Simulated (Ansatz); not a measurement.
This geometry of AlH₇NP (10 atoms, charge 0, multiplicity 1) is a first-order saddle point.

These are results of RKS r2SCAN/def2-SVP (Ansatz 0.2.0), not measurements.

```xyz
10
Properties=species:S:1:pos:R:3
Al -0.093 0.226 0.163
N -0.063 -0.244 2.020
H -0.821 -0.814 2.400
H 0.805 -0.576 2.445
H 1.354 0.214 -0.502
H -1.437 -0.223 -0.564
P -0.470 2.482 1.165
H -1.698 3.181 1.244
H 0.474 3.530 1.290
H -0.301 1.272 2.219
```

Q: Which two structures does it join? (They come from a converged band through this point; their orientation in space is the band's.)

A: Bonds broken: P7–H10. Bonds formed: N2–H10.

Initial state:

```xyz
10
Properties=species:S:1:pos:R:3
Al -0.127 0.023 0.427
N 0.319 -0.874 1.914
H -0.328 -1.387 2.504
H 1.266 -1.008 2.255
H 1.070 0.470 -0.537
H -1.620 -0.172 -0.116
P -0.606 2.500 1.209
H -1.015 3.458 0.242
H 0.416 3.278 1.817
H -1.624 2.759 2.166
```

Final state:

```xyz
10
Properties=species:S:1:pos:R:3
Al -0.225 0.595 0.145
N -0.262 -0.023 2.123
H -0.304 -1.043 2.202
H 0.570 0.283 2.634
H 1.137 -0.110 -0.318
H -1.626 -0.014 -0.340
P -0.145 2.962 0.282
H -1.202 3.058 1.246
H 0.882 2.988 1.282
H -1.073 0.350 2.624
```

Q: How far does it lie above each of them?

A: 0.72 eV above the first and 1.23 eV above the second. This is the barrier of this one path; another mechanism may lie lower. The orbitals stay closed-shell, which can raise the energy where a bond breaks towards radicals; this wasn't checked here.

Run time: 3.9 min on 2 threads of Arm Neoverse V2, with other jobs on the host, peak memory 0.14 GiB.
